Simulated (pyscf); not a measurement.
`[OH][Sn]([Cl])([Cl])[Cl]` + `[NH3]` -> `[NH2][Sn]([OH])([Cl])[Cl]` + `[ClH]` (four-centre exchange; singlet surface; Cl–Sn, H–N broken, N–Sn, Cl–H formed). Single points on ωB97X-D3(BJ)/def2-SVP structures (PySCF, gas phase). Energies in kcal/mol from the separated reactants.

```csv
level,barrier,reaction energy
r²SCAN/def2-TZVP,14.1,+18.4
B3LYP-D3(BJ)/def2-TZVP,?,+18.3
PBE0-D3(BJ)/def2-TZVP,14.1,+18.2
M06-2X/def2-TZVP,?,?
ωB97M-D3(BJ)/def2-TZVP,16.7,+17.4
HF/def2-TZVP,31.6,+19.1
```

Task: Fill in the missing entries.

Result: 
- B3LYP-D3(BJ)/def2-TZVP, barrier: 15.4
- M06-2X/def2-TZVP, barrier: 15.3
- M06-2X/def2-TZVP, reaction energy: +17.7

On the reactant side the descent ends in an adduct with a N–Sn contact (not fully relaxed), 22.4 kcal/mol under the separated species and 38.6 kcal/mol under the saddle at ωB97X-D3(BJ)/def2-TZVP. On the product side the descent ends in a complex, 6.0 kcal/mol under the separated species and 2.9 kcal/mol under the saddle at ωB97X-D3(BJ)/def2-TZVP. At r²SCAN, B3LYP-D3(BJ), PBE0-D3(BJ), M06-2X, ωB97M-D3(BJ) the saddle lies under the separated products, which points to a path from their complex (located at ωB97X-D3(BJ) alone), and parting the products costs more than the saddle. What is counted as formed (N–Sn) is already present as a longer contact in the reactant adduct; forming that adduct is a step of its own. One saddle was located; it need not be the lowest between these sides. Elements past Kr carry the def2 core potentials, without spin-orbit coupling.
